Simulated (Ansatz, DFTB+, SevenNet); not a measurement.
Volume per atom of hcp Co: levels of theory against measurement

Reference value: 10.96 Å³/atom (measured, copied from a table, unchecked, extrapolated to 0 K and zero-point effects removed; as tabulated in Lejaeghere et al. (2013), arXiv:1204.2733).

| level (code) | value (Å³/atom) |
|---|---|
| GFN1-xTB as cut by DFTB+ | 10.35 |
| SevenNet-0 | 10.78 |
| LDA (Ansatz) | 10.01 |
| PBE (Ansatz) | ? |
| PBE-D3(BJ) (Ansatz) | 10.55 |
| rVV10 (Ansatz) | ? |
| r²SCAN-D4 (Ansatz) | 10.55 |
| r²SCAN+rVV10 (Ansatz) | 10.53 |

### Question
What belongs in the gaps?

### Answer

- PBE (Ansatz, an electronic-structure program), value (Å³/atom): 10.86
- rVV10 (Ansatz), value (Å³/atom): 11.02

Errors against the reference: GFN1-xTB as cut by DFTB+ -5.6 %, SevenNet-0 -1.6 %, LDA -8.7 %, PBE -0.9 %, PBE-D3(BJ) -3.7 %, rVV10 +0.5 %, r²SCAN-D4 -3.7 %, r²SCAN+rVV10 -3.9 %.

Leaving aside GFN1-xTB as cut by DFTB+ (doubt noted below): Once the reference is moved by up to 2.0 % (a margin picked here for doubts on the reference and the settings) and values within 0.3 % count as equal, the nearest can be rVV10 (+0.5 %), PBE (-0.9 %) or SevenNet-0 (-1.6 %). Among them LDA (-8.7 %) misses by most.

Spin-polarised runs: LDA (parallel moments), PBE (parallel moments), PBE-D3(BJ) (parallel moments), rVV10 (parallel moments), r²SCAN-D4 (parallel moments), r²SCAN+rVV10 (parallel moments). GFN1-xTB as cut by DFTB+: the method was fitted mainly to molecules. GFN1-xTB as cut by DFTB+: this magnet was run without spin. GFN1-xTB as cut by DFTB+: codes differ in how they cut the long-range tail of xTB's charge interaction in a crystal, so the value belongs to this code. Cutoffs and k meshes differ between the levels. Ansatz's density-functional and Hartree–Fock values are scalar-relativistic unless marked +SOC, with PAW data made under PBE.

Machine-learned potentials (SevenNet-0) are trained on DFT data: a solid inside that data is no test of them.

Differences are worked out from the printed values.
